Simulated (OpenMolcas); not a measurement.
# H2O3 (trioxidane) at HF/6-31G(d) (RICD fitting, spherical functions, fitting threshold 1e-06)

Aim: the vertical electron affinity of H2O3 (trioxidane) at HF/6-31G* (RICD fitting, spherical functions, fitting threshold 1e-06), from 2 runs. 

The calculation is run with OpenMolcas 26.06.

## Step 1: The system as given

The species is H2O3 (5 atoms), meant as a singlet with charge 0. As SMILES, `OOO`. The coordinates come from a GFN2-xTB relaxation. This is a higher conformer, about 11 kJ/mol above the lowest found by a separate search.

Bond lengths: O1–O2 1.390 Å, O2–O3 1.391 Å, O1–H4 0.972 Å, O3–H5 0.972 Å. Angles: O1–O2–O3 110.7°, O2–O1–H4 106.7°, O2–O3–H5 106.5°.

## Step 2: A single-point energy at HF/6-31G(d) (RICD fitting, spherical functions, fitting threshold 1e-06)

File job.inp:

```
&GATEWAY
 BasLib=$CurrDir
 Coord
 5
 bohr
 O     -1.85952830    -1.30903218    -0.26032867
 O     -0.24005191    -0.09276666     1.41202226
 O      2.22313050    -0.10731755     0.49533501
 H     -2.60542210    -0.00287238    -1.31519269
 H      2.48185291     1.51198877    -0.33183591
 Basis=6-31Gs
 Group=NoSym
 RICD
 CDThreshold=1e-06

&SEWARD

&SCF
 PrOrbitals=0
```

The basis set 6-31G* is read from a file made from the Basis Set Exchange's data (not shown).

Launch:

```bash
$ export MOLCAS_MEM=1860
$ pymolcas job.inp > job.log
```

Log:

```text
--- Start Module: gateway ---

                                              &GATEWAY

                       available to each process: 1.9 GB of memory, 1 thread

 Basis Set     1 Label: O.6-31GS
 Basis set is read from library:.
 basistype.tbl is not found

 Basis Set     2 Label: H.6-31GS
 Basis set is read from library:.
 basistype.tbl is not found

++    Symmetry information:
      ---------------------

                    Character Table for C1

                             E
                    a        1  x, y, xy, Rz, z, xz, Ry, yz, Rx, I
--

++    Basis set information:
      ----------------------

      Basis set label: O.6-31GS.........

      Electronic valence basis set:
      ------------------
      Associated Effective Charge   8.000000 au
      Associated Actual Charge      8.000000 au
      Nuclear Model: Point charge

      Shell  nPrim  nBasis  Cartesian Spherical Contaminant
         s      10       3        X
         p       4       2        X
         d       1       1                 X

      Basis set label: H.6-31GS.........

      Electronic valence basis set:
      ------------------
      Associated Effective Charge   1.000000 au
      Associated Actual Charge      1.000000 au
      Nuclear Model: Point charge

      Shell  nPrim  nBasis  Cartesian Spherical Contaminant
         s       4       2        X
--

++    Molecular structure info:
      -------------------------

                    ************************************************
                    **** Cartesian Coordinates / bohr, angstrom ****
                    ************************************************

     Center  Label                x              y              z                     x              y              z
        1      O1              -1.859528      -1.309032      -0.260329             -0.984020      -0.692710      -0.137760
        2      O2              -0.240052      -0.092767       1.412022             -0.127030      -0.049090       0.747210
        3      O3               2.223130      -0.107318       0.495335              1.176430      -0.056790       0.262120
        4      H4              -2.605422      -0.002872      -1.315193             -1.378730      -0.001520      -0.695970
        5      H5               2.481853       1.511989      -0.331836              1.313340       0.800110      -0.175600

                    ***************************************
                    *    InterNuclear Distances / bohr    *
                    ***************************************

               1 O1            2 O2            3 O3            4 H4            5 H5
    1 O1       0.000000
    2 O2       2.626550        0.000000
    3 O3       4.322412        2.628268        0.000000
    4 H4       1.837158        3.611199        5.157891        0.000000
    5 H5       5.177921        3.609023        1.836655        5.398348        0.000000

                    *******************************************
                    *    InterNuclear Distances / angstrom    *
                    *******************************************

               1 O1            2 O2            3 O3            4 H4            5 H5
    1 O1       0.000000
    2 O2       1.389910        0.000000
    3 O3       2.287322        1.390820        0.000000
    4 H4       0.972182        1.910964        2.729438        0.000000
    5 H5       2.740038        1.909813        0.971916        2.856683        0.000000

                    **************************************
                    *    Valence Bond Angles / degree    *
                    **************************************
                          Atom centers                 Phi
                      2 O2       1 O1       4 H4       106.66
                      1 O1       2 O2       3 O3       110.68
                      2 O2       3 O3       5 H5       106.51

           ***************************************************************
           *              Valence Dihedral Angles / degree               *
           ***************************************************************
                    Atom centers                       Phi1     Phi2     Theta
           3 O3       2 O2       1 O1       4 H4        110.68   106.66   -95.31
           1 O1       2 O2       3 O3       5 H5        110.68   106.51    96.91
--

            Nuclear Potential Energy             79.94732601 au

--- Stop Module: gateway /rc=_RC_ALL_IS_WELL_ ---

--- Start Module: seward ---

                                              &SEWARD

                       available to each process: 1.9 GB of memory, 1 thread

               SEWARD will generate:
                  Multipole Moment integrals up to order  2
                  Kinetic Energy integrals
                  Nuclear Attraction integrals (point charge)
                  One-Electron Hamiltonian integrals
                  Velocity integrals
                  Orbital angular momentum around (  0.0370  -0.4523   0.4937 )
                  Velocity quadrupole around (  0.0370  -0.4523   0.4937 )
                  RI decomposed two-electron repulsion integrals stored Cholesky style
                   - acCD auxiliary basis
                   - CD Threshold:   1.00E-06

                   Integrals are discarded if absolute value <: 1.00E-14
                   Integral cutoff threshold is set to       <: 1.00E-16

            Nuclear Potential Energy             79.94732601 au

      Basis set specifications :
      Symmetry species         a
      Basis functions           46

--- Stop Module: seward /rc=_RC_ALL_IS_WELL_ ---

--- Start Module: scf ---

                                                &SCF

                       available to each process: 1.9 GB of memory, 1 thread

++    Input section:
      --------------

      Header of the integral files:

      Cartesian coordinates in angstrom:
      -----------------------------------------------------
      No.  Label        X            Y            Z
      -----------------------------------------------------
       1   O1        -0.98402000  -0.69271000  -0.13776000
       2   O2        -0.12703000  -0.04909000   0.74721000
       3   O3         1.17643000  -0.05679000   0.26212000
       4   H4        -1.37873000  -0.00152000  -0.69597000
       5   H5         1.31334000   0.80011000  -0.17560000
      -----------------------------------------------------
      Nuclear repulsion energy =   79.94732601
--

++    Orbital specifications:
      -----------------------

      Symmetry species               1
                                     a
      Frozen orbitals                0
      Occupied orbitals             13
      Secondary orbitals            33
      Deleted orbitals               0
      Total number of orbitals      46
      Number of basis functions     46
--

      Molecular charge                           0.000

++    Optimization specifications:
      ----------------------------

      SCF Algorithm: LK-RI/DF
      LK screening threshold:                     4.50E-02
      Local-Exchange (LK) algorithm.
       - the density matrix is decomposed
      The actual AO density is used
      Number of density matrices in core                 5
      Maximum number of NDDO SCF iterations            400
      Maximum number of HF SCF iterations              400
      Threshold for SCF energy change             1.00E-09
      Threshold for density matrix                1.00E-04
      Threshold for Fock matrix                   1.50E-04
      Threshold for linear dependence             1.00E-09
      Threshold at which DIIS is turned on        1.50E-01
      Maximum depth in the DIIS procedure                5
      Maximum depth in the BFGS Hessian update          30
      Threshold at which QNR/C2DIIS is turned on  7.50E-02
      Threshold for Norm(delta) (QNR/C2DIIS)      1.00E-03
      All orbitals punched on: SCFORB
--

      Input vectors read from INPORB
      Orbital file label: *Guess orbitals

++ Convergence information
                                   SCF        iterations: Energy and convergence statistics

Iter     Tot. SCF        One-elec.       Two-elec.     Energy      Max Dij or  Max Fij      DNorm      TNorm      AccCon     Time
         Energy          Energy          Energy        Change      Delta Norm                                                in Sec.
   1  -225.221835969  -467.928155697   162.758993716   0.00E+00    2.20E-01*   1.31E-01*    6.18E+00   8.78E+01   None         0.
   2  -225.503484133  -470.822242204   165.371432060  -2.82E-01*   4.76E-02*   3.28E-02*    6.33E+00   8.86E+01   EDIIS        0.
   3  -225.517187064  -469.836937486   164.372424410  -1.37E-02*   1.85E-02*   1.47E-02*    6.37E+00   8.83E+01   c2DIIS       0.
   4  -225.520473873  -470.172955580   164.705155695  -3.29E-03*   1.57E-02*   6.55E-03*    6.37E+00   8.84E+01   QNRc2DIIS    0.
   5  -225.520767178  -470.135731431   164.667638240  -2.93E-04*   6.78E-03*   5.84E-03*    6.38E+00   8.84E+01   QNRc2DIIS    0.
   6  -225.520996438  -470.146539252   164.678216802  -2.29E-04*   2.51E-03*   7.68E-04*    6.38E+00   8.84E+01   QNRc2DIIS    0.
   7  -225.521005978  -470.156293856   164.687961866  -9.54E-06*   9.22E-04    1.94E-04*    6.38E+00   8.84E+01   QNRc2DIIS    0.
   8  -225.521006858  -470.149903339   164.681570468  -8.80E-07*   2.65E-04    9.22E-05     6.38E+00   8.84E+01   QNRc2DIIS    0.
   9  -225.521007018  -470.153365685   164.685032655  -1.60E-07*   7.12E-05    1.78E-05     6.38E+00   8.84E+01   QNRc2DIIS    0.
  10  -225.521007028  -470.153415591   164.685082551  -1.05E-08*   4.69E-05    8.69E-06     6.38E+00   8.84E+01   QNRc2DIIS    0.
  11  -225.521007031  -470.153306952   164.684973909  -2.38E-09*   3.80E-06    1.24E-06     6.38E+00   8.84E+01   QNRc2DIIS    0.
  12  -225.521007031  -470.153295481   164.684962438  -3.18E-11    1.37E-06    3.43E-07     6.38E+00   8.84E+01   QNRc2DIIS    0.

       Convergence after  12 Iterations
--

 *****************************************************************************************************************************
 *                                             SCF/KS-DFT Program, Final results                                             *
 *                                                       Final Results                                                       *
 *****************************************************************************************************************************

::    Total SCF energy                               -225.5210070308
      One-electron energy                            -470.1532954811
      Two-electron energy                             164.6849624381
      Nuclear repulsion energy                         79.9473260122
      Kinetic energy (interpolated)                   225.1940491211
      Virial theorem                                    1.0014518941
      Total spin, S(S+1)                                0.0000000000
      Total spin, S                                     0.0000000000
      Max non-diagonal density matrix element           0.0000009527
      Max non-diagonal Fock matrix element              0.0000001254

      No orbitals printed

++    Molecular charges:
      ------------------

      Mulliken charges per centre
      ---------------------------

                O1      O2      O3      H4      H5
      Total    8.4277  8.0844  8.4287  0.5298  0.5295

      N-E     -0.4277 -0.0844 -0.4287  0.4702  0.4705

      Total electronic charge=   26.000000

      Total            charge=   -0.000000
--

++    Molecular properties:
      ---------------------

      Charge (e):
                      =   -0.0000
      Dipole Moment (debye):
      Origin of the operator (angstrom)=    0.0196   -0.2394    0.2612
                   X= -4.3311E-01               Y=  2.9092E+00               Z= -2.1564E+00           Total=  3.6471E+00
      Quadrupole Moment (debye*angstrom):
      Origin of the operator (angstrom)=    0.0196   -0.2394    0.2612
                  XX= -1.4915E+01              XY=  7.1076E-01              XZ=  9.1278E-01              YY= -1.5389E+01
                  YZ= -2.1895E+00              ZZ= -1.5724E+01
      In traceless form (debye*angstrom)
                  XX=  6.4185E-01              XY=  1.0661E+00              XZ=  1.3692E+00              YY= -6.9856E-02
                  YZ= -3.2843E+00              ZZ= -5.7199E-01
--

--- Stop Module: scf /rc=_RC_ALL_IS_WELL_ ---

.##################.
.# Happy landing! #.
.##################.

    Timing: Wall=1.79 User=1.30 System=0.22
```

Wall time 2 s (1 thread of Arm Neoverse V1, shared host); peak memory 0.092 GiB.

[end of part 1 of 2]
